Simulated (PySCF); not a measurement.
**ethane: gas-phase deprotonation enthalpies at several levels**

Structure: `CC` (C2H6). Non-hydrogen atoms are numbered in `[CH3:1][CH3:2]`.

All levels share the PBE0-D3(BJ)/ma-def2-SVP structures and the PBE0-D3(BJ)/ma-def2-SVP thermal terms; only the single-point energies (PySCF) change. Values are gas-phase deprotonation enthalpies (298 K, kJ/mol).

```jsonl
{"level": "LDA/ma-def2-TZVP", "C1": "1705", "abs. error": "53.5", "time": "6.7 s"}
{"level": "BLYP-D3(BJ)/ma-def2-TZVP", "C1": "1733", "abs. error": "25.2", "time": "7.4 s"}
{"level": "PBE-D3(BJ)/ma-def2-TZVP", "C1": "1735", "abs. error": "23.5", "time": "7.7 s"}
{"level": "BP86-D3(BJ)/ma-def2-TZVP", "C1": "1736", "abs. error": "22.7", "time": "7.6 s"}
{"level": "ωB97M-D3(BJ)/ma-def2-TZVP (grid 3)", "C1": "1746", "abs. error": "12.0", "time": "11 s"}
{"level": "M06-2X/ma-def2-TZVP (grid 3)", "C1": "1752", "abs. error": "6.1", "time": "12 s"}
{"level": "M06/ma-def2-TZVP (grid 3)", "C1": "1752", "abs. error": "6.1", "time": "11 s"}
{"level": "PBE0-D3(BJ)/aug-pcseg-1", "C1": "1752", "abs. error": "6.0", "time": "3.5 s"}
{"level": "PBE0-D3(BJ)/aug-cc-pVDZ", "C1": "1753", "abs. error": "5.8", "time": "3.5 s"}
{"level": "B3LYP-D3(BJ)/ma-def2-TZVP", "C1": "1753", "abs. error": "5.5", "time": "3.9 s"}
{"level": "r2SCAN-D3(BJ)/ma-def2-TZVP (grid 3)", "C1": "1754", "abs. error": "4.8", "time": "14 s"}
{"level": "CAM-B3LYP-D3(BJ)/ma-def2-TZVP", "C1": "1754", "abs. error": "4.7", "time": "4.7 s"}
{"level": "TPSS-D3(BJ)/ma-def2-TZVP (grid 3)", "C1": "1756", "abs. error": "2.2", "time": "15 s"}
{"level": "HSE06/ma-def2-TZVP", "C1": "1757", "abs. error": "1.9", "time": "8.3 s"}
{"level": "PBE0-D3(BJ)/aug-cc-pVTZ", "C1": "1757", "abs. error": "1.6", "time": "13 s"}
{"level": "PBE0-D3(BJ)/jun-cc-pV(T+d)Z", "C1": "1758", "abs. error": "0.3", "time": "6.3 s"}
{"level": "PBE0-D3(BJ)/ma-def2-TZVP", "C1": "1759", "abs. error": "0.1", "time": "–"}
{"level": "PBE0-D3(BJ)/6-311++G(2d,2p)", "C1": "1760", "abs. error": "1.6", "time": "3.9 s"}
{"level": "PBE0-D3(BJ)/ma-def2-SVP", "C1": "1761", "abs. error": "2.9", "time": "2.1 s"}
{"level": "OPBE/ma-def2-TZVP", "C1": "1762", "abs. error": "3.8", "time": "7.6 s"}
{"level": "PBE0-D3(BJ)/6-311+G**", "C1": "1762", "abs. error": "4.0", "time": "2.6 s"}
{"level": "TPSSh-D3(BJ)/ma-def2-TZVP (grid 3)", "C1": "1763", "abs. error": "4.8", "time": "9.8 s"}
{"level": "PBE0-D3(BJ)/6-31+G*", "C1": "1767", "abs. error": "8.2", "time": "1.7 s"}
{"level": "B97-2/ma-def2-TZVP", "C1": "1767", "abs. error": "8.8", "time": "3.7 s"}
{"level": "PBE0-D3(BJ)/def2-TZVPD", "C1": "1767", "abs. error": "9.0", "time": "4.8 s"}
{"level": "M06-L/ma-def2-TZVP (grid 3)", "C1": "1770", "abs. error": "11.2", "time": "16 s"}
{"level": "ωB97X-D3(BJ)/ma-def2-TZVP", "C1": "1770", "abs. error": "11.4", "time": "4.5 s"}
{"level": "BHandHLYP/ma-def2-TZVP", "C1": "1773", "abs. error": "14.2", "time": "3.6 s"}
{"level": "PBE0-D3(BJ)/pcseg-2", "C1": "1774", "abs. error": "16.0", "time": "5.2 s"}
{"level": "PBE0-D3(BJ)/def2-SVPD", "C1": "1776", "abs. error": "17.8", "time": "2.7 s"}
{"level": "LC-ωPBE/ma-def2-TZVP", "C1": "1776", "abs. error": "17.9", "time": "8.6 s"}
{"level": "PBE0-D3(BJ)/def2-TZVP", "C1": "1782", "abs. error": "23.9", "time": "3.2 s"}
{"level": "PBE0-D3(BJ)/def2-TZVPP", "C1": "1783", "abs. error": "24.2", "time": "5 s"}
{"level": "HF/ma-def2-TZVP", "C1": "1793", "abs. error": "34.6", "time": "1.1 s"}
{"level": "PBE0-D3(BJ)/cc-pVTZ", "C1": "1795", "abs. error": "36.3", "time": "5 s"}
{"level": "PBE0-D3(BJ)/pcseg-1", "C1": "1801", "abs. error": "42.3", "time": "1.8 s"}
{"level": "PBE0-D3(BJ)/def2-SV(P)", "C1": "1818", "abs. error": "59.5", "time": "1.5 s"}
{"level": "PBE0-D3(BJ)/cc-pVDZ", "C1": "1822", "abs. error": "63.2", "time": "1.9 s"}
{"level": "PBE0-D3(BJ)/def2-SVP", "C1": "1823", "abs. error": "64.2", "time": "1.8 s"}
{"level": "PBE0-D3(BJ)/6-31G*", "C1": "1859", "abs. error": "100.3", "time": "1.5 s"}
{"level": "PBE0-D3(BJ)/6-31G", "C1": "1871", "abs. error": "112.1", "time": "1.3 s"}
{"level": "ATcT 1.112", "C1": "1758", "abs. error": "", "time": ""}
```

Times are wall times for all single points of a level on 1 thread of Arm Neoverse N1, a shared host; the dash marks the run that also made the structures. BLYP, BP86, HSE06, LC-ωPBE, LDA, M06-L, OPBE, PBE, TPSS, r2SCAN ran on a slower path of this set-up, which computes the density-fitting integrals anew in every SCF cycle while the other levels store them. So the times needn't show the usual order of cost, and those levels read slower than they are.

Hartree-Fock leaves out electron correlation, so its deprotonation energies can be off by tens of kJ/mol.

The spread: 166 kJ/mol, from 1705 to 1871.

Caveats: `[CH2-]C` holds its electron weakly or not at all, so its value hangs on the basis.

Bases without diffuse functions serve anions poorly.
